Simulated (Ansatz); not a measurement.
Ideal-gas functions of C2H3Cl2N (`CN=C(Cl)Cl`) at 298.15 K and 1 bar, from an Ansatz frequency run at PBE0-D4/def2-TZVP.

Molar mass 111.96 g/mol, point group Cs (symmetry number 1), electronic degeneracy 1, moments of inertia 124.047, 198.464, 319.401 u Å². Harmonic wavenumbers (cm⁻¹, unscaled): 86, 232, 242, 300, 457, 563, 575, 901, 1058, 1125, 1150, 1427, 1480, 1484, 1788, 3041, 3122, 3123.

Use S(trans) = R[1.5 ln M + 2.5 ln T − 1.1517]; rotational temperatures θ = 24.2544 K / I; S(rot) = R[ln(√π/σ · √(T³/θAθBθC)) + 1.5]; for each mode x = 1.438777 ν̃/T, S = R[x/(eˣ − 1) − ln(1 − e⁻ˣ)] and H = RT x/(eˣ − 1); 1 cm⁻¹ = 0.0119627 kJ/mol; R = 8.31446 J/(mol·K).

By hand: the entropy, in J/(mol·K).

Translation 167.7. Rotation: θ = 0.1955, 0.1222, 0.0759 K, giving 114.5. Vibration, mode by mode: 15.69, 7.80, 7.48, 5.93, 3.24, 2.17, 2.07, 0.58, 0.31, 0.24, 0.21, 0.07, 0.05, 0.05, 0.01, 0.00, 0.00, 0.00, in all 45.9. Electronic 0.0. Sum 328.1 J/(mol·K).

By hand: H − E and G − E in kJ/mol, counted from the electronic energy.

Zero-point energy ½ × 22154 × 0.0119627 = 132.5; thermal vibration 7.7; translation, rotation and pV give 4 RT = 9.9. H − E = 150.1 kJ/mol, and G − E = 150.1 − 298.15 × 328.1/1000 = 52.3 kJ/mol.

Vibration gives 14 % of the entropy, 15.7 J/(mol·K) of it from the mode under 150 cm⁻¹: soft modes count most, and the harmonic formula is weakest for them.
